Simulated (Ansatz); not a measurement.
Molecule: silane, SiH4, net charge 0, singlet state. SMILES: [SiH4]
Coordinates optimised at B3LYP-D3(BJ)/def2-TZVP (Ansatz, an electronic-structure program):
```
Si
H 1 1.4803
H 1 1.4803 2 109.47
H 1 1.4803 2 109.47 3 -120.00
H 1 1.4803 2 109.47 4 -120.00
```
Charge 0, spin multiplicity 1.

Wanted: enthalpy of formation at 298 K, in kcal/mol. Conventions: dispersion terms only where a functional's name holds one; open shells spin-unrestricted; non-relativistic; no spin-orbit coupling; six Cartesian d functions in 6-31G* and its kin unless marked 5d. First-principles rows: single points at B3LYP-D3(BJ) geometries (Ansatz), with unscaled harmonic terms from B3LYP/6-31G* at its own minima, enthalpies of formation by atomisation with measured atoms.

```tsv
species	coefficient	E at PBE/6-31G* (Ansatz), Eh	E at wB97X-V/def2-TZVPD (Ansatz), Eh	H(298 K) - E, kcal/mol
[SiH4] (SiH4)	+1	-291.68981	-291.83995	22.18
H atom	-4	-0.49743	-0.50049	-
Si atom	-1	-289.20204	-289.31750	-
```

The atoms take no thermal term, since their enthalpies of formation at 0 K are used: the result is the sum of coefficient times E, plus the molecule's thermal term, plus number times (enthalpy of formation minus H(298) - H(0)) over the atoms. Measured values of the atoms (G2/97 table in ASE), kcal/mol:

```json
[
 {"atom": "H", "number": "4", "enthalpy of formation of the gas at 0 K": "51.63", "H(298) - H(0) of the element's standard state": "1.01"},
 {"atom": "Si", "number": "1", "enthalpy of formation of the gas at 0 K": "106.60", "H(298) - H(0) of the element's standard state": "0.76"}
]
```

Measured values: G2/97 table in ASE (Curtiss et al.); they hold spin-orbit and core effects, anharmonicity.  Value to compare with, the measured value: 8.2 kcal/mol. 1 Eh = 627.5095 kcal/mol.

Problem. Compute it at each level from the table, and compare with the measured value.

Solution. 
- PBE/6-31G*: the sum of coefficient times E is -0.49805 Eh, or -312.53 kcal/mol; the thermal terms add 22.18; the atoms' measured terms add 308.32. Result: 18.0 kcal/mol. Its error against the measured value is 9.8 kcal/mol.
- wB97X-V/def2-TZVPD: the sum of coefficient times E is -0.52049 Eh, or -326.61 kcal/mol; the thermal terms add 22.18; the atoms' measured terms add 308.32. Result: 3.9 kcal/mol. Its error against the measured value is -4.3 kcal/mol.
